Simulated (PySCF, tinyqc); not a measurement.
MP2 on RHF in the sto-3g basis, frozen core, for LiH, spin multiplicity 1, step by step. The lowest restricted solution is unstable here: a spin-polarised one lies 0.0136 hartree lower (PySCF). One step of it, computed by the program tinyqc.

Question. Second-order Moller-Plesset energy. E2 = sum_ijab (ia|jb) [2 (ia|jb) - (ib|ja)] / (e_i + e_j - e_a - e_b) over occupied i, j and virtual a, b; the opposite-spin part is (ia|jb)^2 / denominator, the rest is same-spin, and SCS-MP2 scales them by 6/5 and 1/3.

orbital energies (hartree): MO1 -2.371884, MO2 -0.222191, MO3 0.068037, MO4 0.158473, MO5 0.158473, MO6 0.349774

Two-electron integrals over orbitals (pq|rs), unique and non-zero (hartree); the lowest 1 orbital is frozen and left out:
```
(22|22) 0.439018    (32|22) -0.064645   (32|32) 0.026555    (33|22) 0.212197
(33|32) 0.016671    (33|33) 0.323271    (42|42) 0.020898    (43|42) 0.020964
(43|43) 0.041385    (44|22) 0.237217    (44|32) 0.017485    (44|33) 0.278037
(44|44) 0.312946    (52|52) 0.020898    (53|52) 0.020964    (53|53) 0.041385
(54|54) 0.016869    (55|22) 0.237217    (55|32) 0.017485    (55|33) 0.278037
(55|44) 0.279207    (55|55) 0.312946    (62|22) 0.104435    (62|32) -0.049838
(62|33) -0.017242   (62|44) -0.041601   (62|55) -0.041601   (62|62) 0.132050
(63|22) -0.062196   (63|32) 0.022186    (63|33) 0.037130    (63|44) 0.010678
(63|55) 0.010678    (63|62) -0.042910   (63|63) 0.035100    (64|42) -0.017760
(64|43) -0.011042   (64|64) 0.018670    (65|52) -0.017760   (65|53) -0.011042
(65|65) 0.018670    (66|22) 0.408718    (66|32) -0.050784   (66|33) 0.239305
(66|44) 0.254977    (66|55) 0.254977    (66|62) 0.085672    (66|63) -0.047244
(66|66) 0.401788
```

Hartree-Fock energy = -7.79172287 hartree

Give: Terms; Pair energies; MP2 correlation energy; SCS-MP2 correlation energy; MP2 total energy.

Answer.

Terms:

| i | j | a | b | (ia\|jb) | (ib\|ja) | denominator | term |
|---|---|---|---|---|---|---|---|
| 2 | 2 | 6 | 6 | 0.1320 | 0.1320 | -1.1439 | -0.0152 |
| 2 | 2 | 3 | 6 | -0.0498 | -0.0498 | -0.8622 | -0.0029 |
| 2 | 2 | 6 | 3 | -0.0498 | -0.0498 | -0.8622 | -0.0029 |
| 2 | 2 | 3 | 3 | 0.0266 | 0.0266 | -0.5805 | -0.0012 |
| 2 | 2 | 5 | 5 | 0.0209 | 0.0209 | -0.7613 | -0.0006 |
| 2 | 2 | 4 | 4 | 0.0209 | 0.0209 | -0.7613 | -0.0006 |

Pair energies (hartree; pair i-j sums ij and ji):

| pair | opposite spin | same spin |
|---|---|---|
| 2-2 | -0.0234 | 0 |

MP2 correlation energy = -0.023367 hartree

SCS-MP2 correlation energy = -0.028040 hartree

MP2 total energy = -7.815090 hartree
